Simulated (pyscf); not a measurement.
HO–Zn–Cl (SMILES [OH][Zn][Cl]) + H₂S (SMILES S) → HO–Zn–SH (SMILES [OH][Zn][SH]) + HCl (SMILES Cl) (four-centre exchange; singlet surface; Cl–Zn, H–S broken, S–Zn, Cl–H formed). Structures and frequencies: ωB97X-D3(BJ)/def2-SVP in PySCF. Energies in kJ/mol from the separated reactants.

```tsv
level	barrier	reaction energy
PBE/def2-TZVP	?	+28.9
r²SCAN/def2-TZVP	?	?
B3LYP-D3(BJ)/def2-TZVP	32.5	+34.7
M06-2X/def2-TZVP	30.7	+39.2
ωB97M-D3(BJ)/def2-TZVP	42.6	+35.6
HF/def2-TZVP	105.9	+52.9
```

Task: What belongs in the gaps?

Result: 
- PBE/def2-TZVP, barrier: 17.0
- r²SCAN/def2-TZVP, barrier: 18.1
- r²SCAN/def2-TZVP, reaction energy: +33.5

On the reactant side the descent ends in an adduct with a S–Zn contact, 44.5 kJ/mol under the separated species and 74.2 kJ/mol under the saddle at ωB97X-D3(BJ)/def2-TZVP. On the product side the descent ends in a complex, 25.5 kJ/mol under the separated species and 21.0 kJ/mol under the saddle at ωB97X-D3(BJ)/def2-TZVP. At PBE, r²SCAN, B3LYP-D3(BJ), M06-2X the saddle lies under the separated products, which points to a path from their complex (located at ωB97X-D3(BJ) alone), and parting the products costs more than the saddle. What is counted as formed (S–Zn) is already present as a longer contact in the reactant adduct; forming that adduct is a step of its own. At ωB97X-D3(BJ)/def2-TZVP the barrier from the zero used here is 29.7 kJ/mol. The same reactants have a lower exit, to H₂O + HS–Zn–Cl (barrier -17.3 kJ/mol at ωB97M-D3(BJ)/def2-TZVP, against +42.6 kJ/mol here). One saddle was located; it need not be the lowest between these sides. Elements up to Kr have no core potential and no relativistic terms here.
